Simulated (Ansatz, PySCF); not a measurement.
Molecule: t-butyl radical, C₄H₉, charge 0, multiplicity 2. It need not be the lowest isomer of its formula. 
Structure (B3LYP-D3(BJ)/def2-TZVP (Ansatz, an electronic-structure program) minimum search):
```
C
C 1 1.4897
H 2 1.0928 1 111.77
H 2 1.0928 3 108.37 1 -123.60
H 2 1.1035 3 106.48 4 -114.20
C 1 1.4897 2 118.69 3 -162.14
H 6 1.0928 1 111.77 2 162.14
H 6 1.0928 7 108.37 1 123.60
H 6 1.1035 7 106.48 8 114.20
C 1 1.4897 2 118.69 3 40.48
H 10 1.0928 1 111.77 2 -40.48
H 10 1.0928 11 108.37 1 123.60
H 10 1.1035 11 106.48 12 114.20
```
Charge 0, spin multiplicity 2.

Total electronic energies in hartree. Valence correlation only, unless marked. UHF or UKS for open shells. Spin-orbit coupling is left out. Non-relativistic. CBS(X,Y): correlation extrapolated as X^-3; Hartree-Fock from the larger set. The bracket is a focal-point correction in the basis named.

```tsv
level	program	energy (Eh)
HF/STO-3G	Ansatz	-154.83213
HF/6-31G	Ansatz	-156.61355
HF/aug-cc-pVDZ	Ansatz	-156.69141
HF/cc-pVTZ	Ansatz	-156.73072
RI-HF/cc-pVQZ	Ansatz	-156.74070
BLYP/def2-TZVPD	PySCF	___
PBE0/def2-SVP	Ansatz	-157.48385
PBE0/def2-TZVPD	Ansatz	___
BHLYP-D4/def2-TZVPD	Ansatz + dftd4	-157.75573
r2SCAN0-D4/def2-TZVPD	Ansatz + dftd4	-157.74200
M06-2X/def2-TZVPD	PySCF	-157.75993
HSE06-D4/def2-TZVPD	Ansatz + dftd4	-157.64674
CAM-B3LYP/def2-TZVPD	Ansatz	-157.75356
LC-wPBE-D3(BJ)/def2-TZVPD	Ansatz + dftd3	-157.76286
B2PLYP-D3(BJ)/def2-TZVPD	Ansatz + dftd3	-157.69057
MP2/aug-cc-pVDZ	Ansatz	-157.26815
MP2/cc-pVDZ	Ansatz	-157.24154
RI-MP2/cc-pVTZ	Ansatz	-157.41092
SCS-MP2/aug-cc-pVDZ	Ansatz	-157.27020
SCS-MP2/cc-pVDZ	Ansatz	-157.24402
CCSD/6-31G*	Ansatz	-157.23306
CCSD(T)/aug-cc-pVDZ	Ansatz	-157.35013
RI-MP2/CBS(cc-pVTZ,cc-pVQZ)+[CCSD(T)-MP2]/cc-pVDZ	Ansatz	-157.5738
```

What belongs in the gaps?


- BLYP/def2-TZVPD, energy (Eh): -157.75067
- PBE0/def2-TZVPD, energy (Eh): -157.65131
